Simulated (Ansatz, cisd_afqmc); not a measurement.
System: C₂H₂, charge 0, triplet. This triplet is an excited state, 3.9 eV above the singlet at CCSD(T)/cc-pV5Z (Ansatz, a quantum-chemistry and plane-wave program). C2H2 (parent SMILES C#C, triplet).
B3LYP-D3(BJ)/def2-TZVP minimum from Ansatz:
```
C
C 1 1.3238
H 1 1.0925 2 128.66
H 2 1.0925 1 128.66 3 0.00
```
Charge 0, spin multiplicity 3.

Total energies in cc-pVTZ, 10 correlated electrons, 2 frozen orbitals. Open shells are spin-unrestricted; no spin-orbit coupling. Cores are frozen in correlated methods. No relativity. The Monte Carlo rows (phaseless AFQMC, CISD trial, step 0.005/hartree) carry one-sigma bars that omit the constraint's bias. Outlying blocks are dropped, and bars are widened where a walk drifts. Over all cases where full CI ran beside it in this data, AFQMC minus full CI had a median of +0.1 mEh and passed +0.4 mEh in a tenth of the cases. The spin of C2H2 (parent SMILES C#C, triplet) was assumed, and the state is the lowest solution found for it.

| method | program | energy (Eh) | minus CCSDT(Q) (mEh) |
|---|---|---|---|
| HF | Ansatz | -76.74975 | 299.27 |
| MP2 | Ansatz | -77.00586 | 43.15 |
| CCSD | Ansatz | -77.03371 | 15.30 |
| CCSD(T) | Ansatz | -77.04670 | 2.31 |
| CCSDT(Q) | Ansatz | -77.04902 | 0.00 |
| AFQMC/CISD | cisd_afqmc | -77.0483 ± 0.0004 | 0.7 ± 0.4 |

Rough core times of Ansatz's runs on a shared machine: CCSD(T) under 20 s, CCSDT(Q) 8 min.
